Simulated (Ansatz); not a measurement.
Calculation: B3LYP-D3(BJ)/def2-TZVP (Ansatz, a program for electronic structure). No frequencies were computed at this level.

Ansatz 0.2 input:
```yaml
crystal:
  periodic: [false, false, false]
  atoms:
    - { symbol: C, position_ang: [1.316303, -0.65588, -0.147045] }
    - { symbol: C, position_ang: [0.013433, -0.005989, 0.145813] }
    - { symbol: C, position_ang: [-0.0843, 1.475242, 0.110466] }
    - { symbol: C, position_ang: [-1.227251, -0.820563, 0.093256] }
    - { symbol: H, position_ang: [1.482029, -0.76219, -1.227815] }
    - { symbol: H, position_ang: [1.358351, -1.656607, 0.281794] }
    - { symbol: H, position_ang: [2.143881, -0.068355, 0.248213] }
    - { symbol: H, position_ang: [0.812455, 1.935588, 0.523996] }
    - { symbol: H, position_ang: [-0.194354, 1.849874, -0.916381] }
    - { symbol: H, position_ang: [-0.949925, 1.823271, 0.672852] }
    - { symbol: H, position_ang: [-1.564048, -0.97962, -0.939948] }
    - { symbol: H, position_ang: [-2.040351, -0.328937, 0.624581] }
    - { symbol: H, position_ang: [-1.066222, -1.805834, 0.53022] }
basis:
  gaussian: { orbitals: def2-tzvp }
hamiltonian:
  xc: b3lyp
  dispersion: d3bj
relax:
  max_steps: 150
magnetization:
  spin_polarized: true
  initial_magnetization: 1
```

Output:

```
Functional definition: B3LYP
1116 factors; their error is unknown
mean field evaluation 1: about -4282.6362 eV, gradient 5.2e1 eV
mean field evaluation 2: about -4274.0444 eV, gradient 6.4e1 eV
mean field evaluation 4: about -4295.5658 eV, gradient 3.6e0 eV
mean field evaluation 8: about -4295.6203 eV, gradient 8.6e-2 eV
mean field evaluation 16: about -4295.5962 eV, gradient 3.6e-4 eV
mean field -4295.59615142 eV, -157.8602469052 hartree, gradient 1.4e-5 eV, S^2 0.754222; 0 other end points of the search recorded, 0 dependent functions left out
reference -4295.59644283 eV, -157.8602576141 hartree; 17, 16 occupied and 161, 162 virtual orbitals, 1116 factors
relax step   1: F+E_penalty+E_count = -4295.97726683 eV  Δ(F+E_penalty+E_count) = +0.000e0 eV  max|allowed force component| = 1.621e-1 eV/Å  Δτ_max = 0.0000 Å  (31 SCF iters, accepted)
these checks for a lower state are left out or cut short: starts, cluster_reference, orbital_swaps, neighbouring_geometries, increment
1116 factors; their error is unknown
mean field -4295.60708762 eV, -157.8606488031 hartree, gradient 1.1e-5 eV, S^2 0.754202; 0 other end points of the search recorded, 0 dependent functions left out
reference -4295.60737880 eV, -157.8606595036 hartree; 17, 16 occupied and 161, 162 virtual orbitals, 1116 factors
relax step   2: F+E_penalty+E_count = -4295.98707566 eV  Δ(F+E_penalty+E_count) = -9.809e-3 eV  max|allowed force component| = 4.936e-2 eV/Å  Δτ_max = 0.0301 Å  (32 SCF iters, accepted)
these checks for a lower state are left out or cut short: starts, cluster_reference, orbital_swaps, neighbouring_geometries, increment
1116 factors; their error is unknown
mean field evaluation 32: about -4295.6082 eV, gradient 1.0e-5 eV
mean field -4295.60824251 eV, -157.8606912445 hartree, gradient 1.0e-5 eV, S^2 0.754179; 0 other end points of the search recorded, 0 dependent functions left out
reference -4295.60853311 eV, -157.8607019237 hartree; 17, 16 occupied and 161, 162 virtual orbitals, 1116 factors
relax step   3: F+E_penalty+E_count = -4295.98828121 eV  Δ(F+E_penalty+E_count) = -1.206e-3 eV  max|allowed force component| = 1.287e-2 eV/Å  Δτ_max = 0.0201 Å  (32 SCF iters, accepted)
these checks for a lower state are left out or cut short: starts, cluster_reference, orbital_swaps, neighbouring_geometries, increment
1116 factors; their error is unknown
mean field -4295.60818761 eV, -157.8606892268 hartree, gradient 1.0e-5 eV, S^2 0.754171; 0 other end points of the search recorded, 0 dependent functions left out
reference -4295.60847787 eV, -157.8606998937 hartree; 17, 16 occupied and 161, 162 virtual orbitals, 1116 factors
relax step   4: F+E_penalty+E_count = -4295.98844342 eV  Δ(F+E_penalty+E_count) = -1.622e-4 eV  max|allowed force component| = 1.315e-3 eV/Å  Δτ_max = 0.0148 Å  (33 SCF iters, accepted)
these checks for a lower state are left out or cut short: starts, cluster_reference, orbital_swaps, neighbouring_geometries, increment
1116 factors; their error is unknown
mean field -4295.60816792 eV, -157.8606885032 hartree, gradient 1.0e-5 eV, S^2 0.754169; 0 other end points of the search recorded, 0 dependent functions left out
reference -4295.60845798 eV, -157.8606991626 hartree; 17, 16 occupied and 161, 162 virtual orbitals, 1116 factors
relax step   5: F+E_penalty+E_count = -4295.98848529 eV  Δ(F+E_penalty+E_count) = -4.186e-5 eV  max|allowed force component| = 2.603e-3 eV/Å  Δτ_max = 0.0126 Å  (33 SCF iters, accepted)
1116 factors; their error is unknown
mean field evaluation 64: about -4295.6082 eV, gradient 5.7e-2 eV
mean field -4295.60816792 eV, -157.8606885032 hartree, gradient 1.0e-5 eV, S^2 0.754169; 1 other end points of the search recorded, 0 dependent functions left out
reference -4295.60845798 eV, -157.8606991626 hartree; 17, 16 occupied and 161, 162 virtual orbitals, 1116 factors
Total energy: -4295.98877534 eV, -157.8746755681 hartree
Atom 0 at     1.319262    -0.656960    -0.130847 Å, force    -0.001442     0.000941    -0.001834 eV/Å
Atom 1 at     0.018886    -0.009540     0.199374 Å, force     0.000866    -0.000979     0.002339 eV/Å
Atom 2 at    -0.084494     1.473810     0.109383 Å, force    -0.000091    -0.002008    -0.002572 eV/Å
Atom 3 at    -1.226999    -0.820617     0.104180 Å, force     0.000140     0.000308    -0.002603 eV/Å
Atom 4 at     1.470092    -0.733931    -1.221253 Å, force     0.001925    -0.000520     0.000502 eV/Å
Atom 5 at     1.376773    -1.674771     0.262632 Å, force     0.000404    -0.001148     0.000335 eV/Å
Atom 6 at     2.166262    -0.088110     0.260237 Å, force     0.001324     0.000291     0.000351 eV/Å
Atom 7 at     0.810800     1.966641     0.496139 Å, force     0.000937     0.000922     0.000464 eV/Å
Atom 8 at    -0.201292     1.811171    -0.934737 Å, force    -0.000285     0.001725     0.000177 eV/Å
Atom 9 at    -0.950502     1.853675     0.656815 Å, force    -0.001193     0.001077     0.000761 eV/Å
Atom 10 at    -1.561540    -0.931346    -0.941569 Å, force    -0.001515    -0.000320     0.002229 eV/Å
Atom 11 at    -2.054463    -0.357997     0.647556 Å, force    -0.000621    -0.000582     0.000079 eV/Å
Atom 12 at    -1.082784    -1.832024     0.492093 Å, force    -0.000449     0.000292    -0.000227 eV/Å
Dipole moment:    -0.004122     0.002183    -0.043174 e Å
```

Cost: roughly 60 core-seconds.
